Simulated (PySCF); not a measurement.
Vertical excitations of a molecule C₂H₄O₂ from TDDFT-M06-2X/def2-SVPD run with PySCF, as energy in eV (oscillator strength): 5.70 (0.000), 7.90 (0.050), 8.66 (0.109), 8.67 (0.002), 9.21 (0.088), 9.36 (0.000), 9.73 (0.001), 9.73 (0.004), 9.93 (0.000), 10.23 (0.001). Lowest triplet (TDA): 5.33 eV. Geometry: PBE0-D3(BJ)/def2-SVP. The values are those of a single conformer.

### Question
Identify the compound among the candidates.
A) C1OCO1
B) COC=O
C) CC(=O)O

### Answer
C, CC(=O)O
